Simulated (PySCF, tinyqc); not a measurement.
Worked calculation: RHF in the sto-3g basis, for LiH, spin multiplicity 1. The lowest restricted solution is unstable here: a spin-polarised one lies 0.0078 hartree lower (PySCF). One step of it, computed by the program tinyqc.

Problem. Iteration 1: diagonalisation and new density. Diagonalise F' = X^T F X, C = X C', fill 2 alpha and 2 beta electrons from the bottom; D = 2 C_occ C_occ^T. Each column has its largest component positive (the first on a tie).

Fock matrix F (hartree), lower triangle:
```
            1Li 1s     1Li 2s    1Li 2px    1Li 2py    1Li 2pz      2H 1s
1Li 1s   -3.195441
1Li 2s   -0.720267  -0.321627
1Li 2px   0.000000   0.000000  -0.128011
1Li 2py   0.000000   0.000000   0.106163  -0.212719
1Li 2pz   0.000369  -0.011376   0.000000   0.000000  -0.153248
2H 1s    -0.044203  -0.075834   0.000000   0.000000  -0.037938  -0.066341
```

X, lower triangle:
```
            1Li 1s     1Li 2s   1Li 2px   1Li 2py    1Li 2pz     2H 1s
1Li 1s    1.023404
1Li 2s   -0.129167   1.050688
1Li 2px   0.000000   0.000000  1.000000
1Li 2py   0.000000   0.000000  0.000000  1.000000
1Li 2pz  -0.005653   0.039537  0.000000  0.000000   1.056014
2H 1s     0.017837  -0.143404  0.000000  0.000000  -0.204112  1.082812
```

Give: F' = X^T F X; orbital energies; coefficients C; D after iteration 1.

Solution.

F' = X^T F X (hartree), lower triangle:
```
         1        2        3        4        5        6
1  -3.1630
2  -0.3164  -0.1938
3   0.0000   0.0000  -0.1280
4   0.0000   0.0000   0.1062  -0.2127
5   0.0000  -0.0072   0.0000   0.0000  -0.1574
6   0.0034  -0.0412   0.0000   0.0000   0.0006  -0.0502
```

orbital energies (hartree): MO1 -3.1964, MO2 -0.2847, MO3 -0.1765, MO4 -0.1552, MO5 -0.0561, MO6 -0.0363

coefficients C:
```
             MO1      MO2      MO3      MO4     MO5      MO6
1Li 1s    1.0042   0.0000  -0.2085   0.0641  0.0000   0.0913
1Li 2s   -0.0184   0.0000   0.9216  -0.2673  0.0000  -0.4709
1Li 2px   0.0000  -0.5610   0.0000   0.0000  0.8278   0.0000
1Li 2py   0.0000   0.8278   0.0000   0.0000  0.5610   0.0000
1Li 2pz  -0.0013   0.0000   0.3232   1.0105  0.0000  -0.1815
2H 1s     0.0030   0.0000   0.1199  -0.2843  0.0000   1.0676
```

D after iteration 1, lower triangle:
```
          1Li 1s   1Li 2s  1Li 2px  1Li 2py  1Li 2pz   2H 1s
1Li 1s    2.0170
1Li 2s   -0.0369   0.0007
1Li 2px   0.0000   0.0000   0.6294
1Li 2py   0.0000   0.0000  -0.9288   1.3706
1Li 2pz  -0.0026   0.0000   0.0000   0.0000   0.0000
2H 1s     0.0060  -0.0001   0.0000   0.0000   0.0000  0.0000
```
